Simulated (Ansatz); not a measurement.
# Two structures, one formula

Two isomers of CH6NSi (charge +1), singlet, relaxed at PBE0-D4/def2-TZVP (vibrations not checked).

A:

```csv
atom,x (Å),y (Å),z (Å)
C1,-0.7436,0.9245,-0.7370
Si2,0.6355,-0.0652,-0.0948
N3,0.4223,-1.1894,1.0831
H4,-1.6892,0.6757,-0.2528
H5,-0.8328,0.7628,-1.8171
H6,-0.5259,1.9881,-0.5876
H7,2.0222,0.0555,-0.5650
H8,1.1783,-1.7516,1.4537
H9,-0.4668,-1.4005,1.5174
```

B:

```tsv
atom	x (Å)	y (Å)	z (Å)
C1	-0.6618	0.2850	-0.6433
N2	0.8013	0.3162	-0.2251
Si3	-0.3168	-0.6511	0.8878
H4	-0.8119	-0.2277	-1.5871
H5	-1.1248	1.2648	-0.6041
H6	1.4479	-0.1460	-0.8567
H7	1.1603	1.2261	0.0470
H8	-0.0263	-2.0869	0.7970
H9	-0.4679	0.0197	2.1844
```

Ansatz 0.2.0; basis: def2-TZVPP; cores frozen in the correlated methods. B3LYP uses VWN-RPA correlation.

(1) Which structure is lower at CCSD(T), and by how much? (Judge from chemistry; the value comes from the calculation.)

The T1 diagnostic stays at or below 0.013.

Results:

(1) Computed: A, by 1.105 eV (electronic energy, against the other). By their contacts, A is CH₆NSi ([CH3][SiH][NH2]), total charge +1 and B is CH₆NSi ([CH2]1[NH2][SiH2]1), total charge +1.

All methods give the same order:

| method | E(B) − E(A) (eV) |
| --- | --- |
| PBE-D4 | 1.105 |
| r2SCAN-D4 | 1.150 |
| PBE0-D4 | 1.081 |
| B3LYP-D4 | 1.205 |
| wB97M-V | 1.135 |
| HF | 1.185 |
| MP2 | 1.150 |
| CCSD | 1.111 |
| CCSD(T) | 1.105 |

Labels in which every atom is bracketed show which atoms are joined, not bond orders.
